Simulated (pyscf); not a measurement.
PySCF, gas phase, ωB97X-D3(BJ)/def2-SVPD geometries.

**Question.** Estimate by transition-state theory the rate constant of F⁻ + H₃C–CH₂–CH₂–Cl → HF + cyclopropane + Cl⁻ (singlet surface; C–H, C–Cl broken, F–H, C–C formed) at 298 K, with ωB97M-D3(BJ)/def2-TZVPD energies (ideal gas, 1 atm, RRHO with modes under 100 cm⁻¹ raised to 100, one conformer, R ln 2 for chiral ones without a mode under 150 cm⁻¹; no tunnelling).

**Answer.** The electronic barrier is 8.9 kcal/mol and the thermal terms add +3.2, so ΔG‡ = 12.1 kcal/mol. With k_BT/h = 6.21e+12 s⁻¹ and RT = 0.592 kcal/mol, and a volume of 4.06e-20 cm³ per molecule at 1 atm, k = 3.2e-16 cm³ molecule⁻¹ s⁻¹. Wigner's tunnelling factor for 571i cm⁻¹ would be 1.32. A shift of 1 kcal/mol in the barrier changes k by a factor 5.4. On the reactant side the descent ends in a bound adduct, 12.8 kcal/mol under the separated species and 25.3 kcal/mol under the saddle at ωB97X-D3(BJ)/def2-TZVPD. On the product side the descent ends in a bound adduct (not fully relaxed), 13.0 kcal/mol under the separated species and 35.5 kcal/mol under the saddle at ωB97X-D3(BJ)/def2-TZVPD. At ωB97X-D3(BJ)/def2-TZVPD the barrier from the zero used here is 12.6 kcal/mol. cyclopropane lies 6.6 kcal/mol over its isomer H₂C=CH–CH₃ (electronic energy, ωB97M-D3(BJ)/def2-TZVPD). This is the saddle that the search found; another between the same sides may lie lower.
